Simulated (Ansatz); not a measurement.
System (SMILES): [NH2] (NH2), doublet.
Atoms: N1, H2, H3. Bonds: N1-H2, N1-H3.

Basis-set convergence of the lowest harmonic wavenumber at CCSD(T) with Ansatz (an electronic-structure program). Each level at its own minimum, finite differences of forces, unscaled; the reference is a large set that could be run, not a limit. Cartesian d functions, on some or all atoms, in 6-31G*, 6-31+G*; all else is spherical. Cores are frozen. Open shells are unrestricted. No added dispersion term, no relativity. Reference: the value in aug-pcseg-2, 1543 cm⁻¹, itself unsure by roughly 3 cm⁻¹ (its mean distance from aug-cc-pVTZ, def2-TZVPPD). Deviations are taken from unrounded values.

```tsv
basis	functions	lowest harmonic wavenumber (cm⁻¹)
6-31G*	19	1620
6-31+G*	23	1584
cc-pVDZ	24	1564
aug-cc-pVDZ	41	1527
def2-SVP	24	1549
def2-SVPD	36	1515
pcseg-1	24	1566
aug-pcseg-1	41	1551
6-311G**	30	1543
6-311+G**	34	1518
def2-TZVP	43	1546
def2-TZVPD	55	1545
cc-pVTZ	58	1558
aug-cc-pVTZ	92	1540
pcseg-2	58	1550
aug-pcseg-2	92	1543
def2-TZVPP	59	1553
def2-TZVPPD	71	1547
```

What the diffuse functions change, pair by pair:
- 6-31G* to 6-31+G*: 4 more functions, deviation 77 to 41 cm⁻¹
- cc-pVDZ to aug-cc-pVDZ: 17 more functions, deviation 20 to -17 cm⁻¹
- def2-SVP to def2-SVPD: 12 more functions, deviation 6 to -28 cm⁻¹
- pcseg-1 to aug-pcseg-1: 17 more functions, deviation 22 to 7 cm⁻¹
- 6-311G** to 6-311+G**: 4 more functions, deviation -1 to -26 cm⁻¹
- def2-TZVP to def2-TZVPD: 12 more functions, deviation 3 to 1 cm⁻¹
- cc-pVTZ to aug-cc-pVTZ: 34 more functions, deviation 14 to -4 cm⁻¹
- pcseg-2 to aug-pcseg-2: 34 more functions, deviation 7 to 0 cm⁻¹
- def2-TZVPP to def2-TZVPPD: 12 more functions, deviation 10 to 3 cm⁻¹

Leaving out the reference's own pair, they bring the value nearer the reference by more than 3 cm⁻¹ in 5 of 8 pairs.
